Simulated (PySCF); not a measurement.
Isomers of C5H10O. Method: PySCF 2.14.0, density-fitted response routines, TDDFT B3LYP/def2-SVPD, vertical, gas phase, core orbitals frozen in the response. Geometries: GFN2-xTB; one conformer of each isolated species. Triplets are in the Tamm–Dancoff approximation.

A. `CC(C)(C)C=O`
B. `CCC(=O)CC`
C. `CCCC(C)=O`

Lowest singlet levels (six at most, fewer where fewer were computed) with oscillator strengths:

1. 277 nm (f 0.000); 196 nm (f 0.021); 175 nm (f 0.000); 165 nm (f 0.005); 163 nm (f 0.001); 161 nm (f 0.014); T1 3.92 eV
2. 274 nm (f 0.000); 197 nm (f 0.008); 172 nm (f 0.000); 170 nm (f 0.001); 160 nm (f 0.001); 158 nm (f 0.000); T1 3.97 eV
3. 288 nm (f 0.000); 188 nm (f 0.011); 170 nm (f 0.004); 166 nm (f 0.016); 164 nm (f 0.065); 162 nm (f 0.016); T1 3.71 eV

Problem. Which spectrum belongs to which structure?

Solution. 1 = C, 2 = B, 3 = A.
- A: S1 at 4.30 eV, HOMO→LUMO (99%); S1 has the pattern of n→π* at C=O; HOMO -7.15 and LUMO -0.99 eV; point group Cs, 1 of its 6 listed states under f = 0.0005.
- B: S1 at 4.52 eV, HOMO→LUMO (99%); S1 has the pattern of n→π* at C=O; HOMO -7.00 and LUMO -0.65 eV; point group C2, 3 of its 6 listed states under f = 0.0005.
- C: S1 at 4.48 eV, HOMO→LUMO (99%); S1 has the pattern of n→π* at C=O; HOMO -7.01 and LUMO -0.67 eV; point group Cs, 2 of its 6 listed states under f = 0.0005.
B and C have S1 within 0.04 eV of each other; their strongest listed levels stand at 6.31 eV (f 0.008) and 6.34 eV (f 0.021).
